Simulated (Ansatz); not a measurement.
methane (SMILES C) moved off its minimum; all values from Ansatz (a quantum-chemistry and plane-wave program), cores frozen in correlated methods.
(charge 0, multiplicity 1)
```xyz
5

C      0.03151     0.01817    -0.01535
H     -0.73594    -0.30374    -0.75017
H      0.10478     1.12070    -0.01726
H     -0.36996    -0.27613     1.00290
H      0.96047    -0.47183    -0.22697
```

Forces at PBE/def2-TZVPP (eV/Å):

| atom | Fx | Fy | Fz |
|---|---|---|---|
| C1 | -1.798 | 0.216 | 0.933 |
| H2 | 0.342 | 0.194 | 0.163 |
| H3 | 0.171 | -0.326 | -0.163 |
| H4 | 0.556 | 0.145 | -0.874 |
| H5 | 0.730 | -0.228 | -0.058 |

Problem. Give the forces (eV/Å), the total energy and the dipole at CCSD(T)/aug-cc-pVTZ.

Solution. 
| atom | Fx | Fy | Fz |
|---|---|---|---|
| C1 | -1.861 | 0.209 | 0.951 |
| H2 | 0.484 | 0.256 | 0.283 |
| H3 | 0.174 | -0.526 | -0.175 |
| H4 | 0.640 | 0.187 | -1.045 |
| H5 | 0.563 | -0.126 | -0.014 |
Energy -40.4387 hartree, dipole 0.01 D.
